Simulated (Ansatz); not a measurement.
**AlBH (quartet): wave-function methods side by side at scale of all distances = 1.130, 6-31G**

How much of the correlation energy of AlBH (quartet) does each wave-function method recover here?

Program: Ansatz 0.2.0, Gaussian basis. Level of theory: 6-31G, core rule «outside noble gas», up to 6 orbitals frozen. These are calculated values, not measurements.

The runs, in order: UHF; CCSD(T) on ROHF; CCSD(T) on UHF; BCCD(T) on ROHF; CISD as a restricted active space (open shells left free, so some higher excitations enter); CCSDT(Q) on ROHF; CCSDT(Q) on UHF; CISDTQ; CCSDTQ on ROHF; CCSDTQ on UHF; CASSCF and MRCISD+Q, 5 electrons in 5 orbitals; CASSCF and NEVPT2, 5 electrons in 5 orbitals; CASSCF and MRCISD+Q, 7 electrons in 9 orbitals; CASSCF and NEVPT2, 7 electrons in 9 orbitals; Full CI.

16 further runs of the same task are left out: 10 that didn't finish, 6 set aside as unsound or not needed. Runs told in other sessions of the task aren't counted.

## 1. The system

The geometry derives from a PBE0/def2-TZVP stationary point (not a proven minimum). All distances are scaled together.

3 atoms, charge 0, spin multiplicity 4.

Atoms are counted from 1 here; the program's logs count them from 0.

Bond lengths: B1–Al2 2.193 Å, B1–H3 1.339 Å. Angles: Al2–B1–H3 180.0°.

As a file:

```xyz
3
charge 0, multiplicity 4
B     0.0000    0.0000    0.2846
Al    0.0000    0.0000   -1.9085
H     0.0000    0.0000    1.6238
```

## 2. UHF

Contents of in.yaml:

```yaml
crystal:
  periodic: [false, false, false]
  atoms:
    - {symbol: B, position_ang: [0.000000, 0.000000, 0.284647]}
    - {symbol: Al, position_ang: [0.000000, 0.000000, -1.908457]}
    - {symbol: H, position_ang: [0.000000, 0.000000, 1.623810]}
basis:
  gaussian: {orbitals: 6-31G}
magnetization: {spin_polarized: true, initial_magnetization: 3}
hamiltonian: {xc: hf}
output: {orbitals: {seedname: orbitals}}
```

Run with:

```sh
$ ansatz run in.yaml --threads 1 --pin off --events-out ev --progress --plain --max-ram 2393MiB
```

Further steps of the session: CCSD(T) on ROHF; CCSD(T) on UHF; BCCD(T) on ROHF; CISD as a restricted active space (open shells left free, so some higher excitations enter); CCSDT(Q) on ROHF; CCSDT(Q) on UHF; CISDTQ; CCSDTQ on ROHF; CCSDTQ on UHF; CASSCF and MRCISD+Q, 5 electrons in 5 orbitals; CASSCF and NEVPT2, 5 electrons in 5 orbitals; CASSCF and MRCISD+Q, 7 electrons in 9 orbitals; CASSCF and NEVPT2, 7 electrons in 9 orbitals; Full CI.

Before running them: what should the planned runs give, taken together? Wanted: FCI from the RHF energy; RMP2 from FCI; UMP2 from FCI; RCCSD from FCI; RCCSD(T) from FCI; UCCSD(T) from FCI; RCCSDT(Q) from FCI; UCCSDT(Q) from FCI; MRCISD+Q pair from FCI.

As calculated:

```
                         quantity                                                                                                            value
          FCI from the ROHF energy                                                                                                       -2.8024 eV
                    RMP2 from FCI                                                                                                       +822.9 meV
                    UMP2 from FCI                                                                                                       +764.1 meV
                   RCCSD from FCI                                                                                                       +151.9 meV
                RCCSD(T) from FCI                                                                                                        +48.7 meV
                UCCSD(T) from FCI                                                                                                        +45.3 meV
               RCCSDT(Q) from FCI                                                                                                         +5.0 meV
               UCCSDT(Q) from FCI                                                                                                         +4.3 meV
           MRCISD+Q pair from FCI                                                                                                        -26.8 meV
          NEVPT2 valence from FCI                                                                                                       +171.4 meV
        MRCISD+Q valence from FCI                                                                                                         +8.3 meV
levels within 1 kcal/mol (43 meV)  RCCSDT, UCCSDT, CISDTQ, RCCSDT(Q), UCCSDT(Q), RCCSDTQ, UCCSDTQ, MRCISD+Q pair, MRCISD valence, MRCISD+Q valence
                    T1 diagnostic                                                                                                            0.053
   effectively unpaired electrons                                                                                                             3.06
```

RCCSD(T) lands +48.7 meV from the yardstick (1.7 % of the correlation energy). MRCISD+Q pair falls below full CI: the +Q correction isn't variational, and the cores differ from full CI's. The occupations are near whole numbers, but T1 = 0.053 shows that the orbitals relax strongly. Of the multireference levels listed MRCISD+Q valence comes nearest in total energy (+8.3 meV), which doesn't show that its space is the better one. Coupled cluster took another determinant than the lowest Hartree-Fock one. These misses are within one basis, not against nature; the frozen cores of restricted and unrestricted runs differ, which can shift their rows.

Levels on UHF freeze UHF's core orbitals, full CI those of ROHF, so the U rows can settle a little off it for that reason alone.

With open shells the CI space here admits some higher excitations, so it is larger than plain CISD.
